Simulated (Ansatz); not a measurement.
Correlation energies of C3H8N, SMILES `CC[N]C` radical by basis set

Z-matrix (Å, degrees):
```
C
C 1 1.514
H 1 1.092 2 110.5
H 1 1.092 2 110.5 3 -119.3
H 1 1.092 2 111.0 3 120.4
N 2 1.430 1 112.1 3 59.7
H 2 1.104 1 110.5 3 -62.6
H 2 1.104 1 110.4 3 -178.1
C 6 1.427 2 112.2 1 -180.0
H 9 1.091 6 110.7 2 -179.4
H 9 1.101 6 111.2 2 59.7
H 9 1.101 6 111.3 2 -58.4
```

The species carries charge 0 and has multiplicity 2. All single points use the PBE0-D4/def2-TZVP geometry. It is one conformer, not always the lowest. Frozen core, unrestricted reference, Ansatz.

```json
{"basis": "def2-SVP", "HF (Eh)": "-172.53902", "MP2 corr.": "-0.56666", "CCSD corr.": "-0.62663", "(T)": "-0.01733", "CCSD(T) total": "-173.18298"}
{"basis": "def2-TZVPP", "HF (Eh)": "-172.73354", "MP2 corr.": "-0.69995", "CCSD corr.": "–", "(T)": "–", "CCSD(T) total": "–"}
{"basis": "def2-QZVPP", "HF (Eh)": "-172.74202", "MP2 corr.": "-0.74628", "CCSD corr.": "–", "(T)": "–", "CCSD(T) total": "–"}
```
